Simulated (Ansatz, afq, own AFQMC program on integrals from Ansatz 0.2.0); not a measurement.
## AFQMC, coupled cluster and functionals along a coordinate of MgHSe, doublet

```tsv
atom	x (Å)	y (Å)	z (Å)
Se	0.0000	0.0000	2.1876
Mg	0.0000	0.0000	-0.2465
H	0.0000	0.0000	-1.9411
```

The Se1–Mg2 distance is changed with both sides rigid. Energies in mEh count from this geometry (2.434 Å) at the same level; the start stands on UHF, each point on the determinant named.

Basis cc-pVDZ. Only valence electrons are correlated. Ansatz 0.2.0 and our own AFQMC program on the same integrals; the CISD trial comes from CCSD amplitudes, and released means the phaseless constraint is let go. Uncertainties: one standard error, sampling alone. No spin–orbit coupling.

Cautions, each for one point or more: higher spins were not checked; inner d shell frozen; no relativity below Rb; no spin-orbit coupling; unrestricted determinant spin contaminated; walk and cluster series may follow different spin states.

| r(Se1–Mg2) / Å | det. | T1 | weight | ⟨S²⟩ | CCSD(T) | ph-AFQMC/CISD | released AFQMC | CCSDT(Q) | CCSD | PBE |
| --- | --- | --- | --- | --- | --- | --- | --- | --- | --- | --- |
| 2.235 | UHF | 0.012 | 0.91 | 0.76 | 9.9 | 9.3 ± 0.4 | 9.7 ± 0.4 | 10.0 | 9.8 | 9.5 |
| 2.658 | UHF | 0.014 | 0.91 | 0.76 | 5.3 | 5.1 ± 0.4 | 5.4 ± 0.4 | 5.2 | 5.4 | 4.7 |
| 6.711 | UHF¶ | 0.012 | 0.92 | 1.76 | 104.1 | 104.0 ± 0.3 | 104.5 ± 0.4* | 104.4 | 102.7 | 111.6§ |

Weight is that of the determinant in the CISD state; at the start T1 is 0.012 and the weight 0.91, and ⟨S²⟩ is 0.76. ¶ marks points with a poor determinant and no full CI, where no value is sure; they don't count among the departures. An asterisk marks released energies that aren't shown to be converged. § marks a functional whose ⟨S²⟩ is too high by over 0.1. Largest departures from CCSDT(Q), at the points where its series has closed: CCSD(T) 0.1 mEh at 2.658 (on UHF), ph-AFQMC/CISD -0.7 mEh at 2.235 (on UHF) (within the noise), released AFQMC -0.3 mEh at 2.235 (on UHF) (within the noise), CCSD 0.2 mEh at 2.658 (on UHF), PBE -0.5 mEh at 2.235. Functionals count only at points shown to share the start's state and spin. In this small basis the wave-function levels are far from their limit, so their gap to the functionals isn't the functionals' error.

Some points may be missing: those where a free walk finds a much lower state, and past Zn most of those on another determinant than at the start.

CCSDT and higher add their correlation energy to the determinant of the CCSD(T) run, since their own runs factorise the integrals more tightly (a shift of under 2 meV). A walk keeps the symmetry of its determinant, which the program's search chose and which needn't be the lowest solution, so a lower state of the same spin and another symmetry isn't excluded.
